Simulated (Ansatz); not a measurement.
The input, for Ansatz 0.2.0:

```yaml
crystal:
  periodic: [false, false, false]
  atoms:
    - {symbol: Ti, position_ang: [0.000000, 0.000000, 0.000000]}
    - {symbol: Cl, position_ang: [0.000000, 0.000000, 2.208423]}
basis:
  gaussian: {orbitals: def2-SVP}
total_charge: 1
magnetization: {spin_polarized: true, initial_magnetization: 2}
hamiltonian: {xc: {name: r2SCAN}}
```

```sh
$ ansatz run in.yaml --threads 1 --pin off --events-out ev --progress --plain --max-ram 2393MiB
```

Output:

```
575 factors; their error is unknown
mean field evaluation 1: about -35616.5750 eV, gradient 3.0e1 eV
mean field evaluation 2: about -35429.0593 eV, gradient 1.6e2 eV
mean field evaluation 4: about -35621.0901 eV, gradient 4.1e0 eV
mean field evaluation 8: about -35621.2067 eV, gradient 1.1e-1 eV
mean field evaluation 16: about -35622.0049 eV, gradient 4.1e-3 eV
mean field evaluation 32: about -35621.2080 eV, gradient 5.0e-3 eV
mean field evaluation 64: about -35621.8520 eV, gradient 1.7e-1 eV
mean field evaluation 96: about -35621.9448 eV, gradient 8.1e-2 eV
mean field evaluation 128: about -35621.9444 eV, gradient 1.6e-1 eV
mean field evaluation 160: about -35621.8752 eV, gradient 1.7e0 eV
mean field -35621.97433310 eV, -1309.0834113000 hartree, gradient 8.2e-6 eV, S^2 2.009977; 4 other end points of the search recorded, 0 dependent functions left out
reference -35621.97439293 eV, -1309.0834134986 hartree; 20, 18 occupied and 29, 31 virtual orbitals, 575 factors
Total energy: -35621.97439293 eV, -1309.0834134986 hartree
```

Ran on 1 thread of Arm Neoverse V2, shared host: 87 s wall, 0.17 GiB peak host memory.
